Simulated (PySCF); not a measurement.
**How far each method lies from full CI for B2H, doublet**

Geometry: a point of a bend scan, not a stationary point.

```
atom    x (Å)   y (Å)    z (Å)
   B  -0.3852  0.0000   0.5869
   B   0.3669  0.0000  -0.7371
   H   0.1964  0.0000   1.6107
```

Basis 6-31G; PySCF 2.14.0. Correlated methods freeze the noble-gas cores, which leaves 7 electrons in 18 orbitals. Prefix R: restricted or restricted open-shell reference.

Full CI is exact within this basis and frozen core; it isn't the basis-set limit.

The determinant for coupled cluster was chosen by trial CCSD, here up to 0.16 eV above the lowest Hartree–Fock solution of its kind, and MP2 stands on that determinant too.

The UHF ⟨S²⟩ is 1.714, the ⟨S²⟩ of the determinant under UCCSD is 0.832 and the T1 diagnostic (ROHF- or RHF-based CCSD) is 0.1024. The largest doubles amplitude (ROHF- or RHF-based CCSD) is 0.313.

Question: From what is known of these methods and the diagnostics, rank them by the size of their error in total energy against full CI in 6-31G, smallest first (an estimate: the text doesn't fix the numbers).
A. RMP2
B. RCCSDT
C. RCCSD
D. RCCSD(T)

Answer: B (21 meV), D (44 meV), C (322 meV), A (1488 meV).

All errors are against full CI in 6-31G. With T1 at 0.102 and a doubles amplitude of 0.31 one determinant is a poor start. Within each family the higher level lies nearer, as is usual though not guaranteed.

The full-CI state has the irrep A'' of Cs, in the program's axes.

Its occupations show that no single determinant describes this state well.

Natural occupations of full CI about the gap: 1.966 1.952 1.627 0.964 0.338 0.052 0.042 0.019 0.015 0.007; effectively unpaired electrons, Σ n²(2−n)², 1.71.
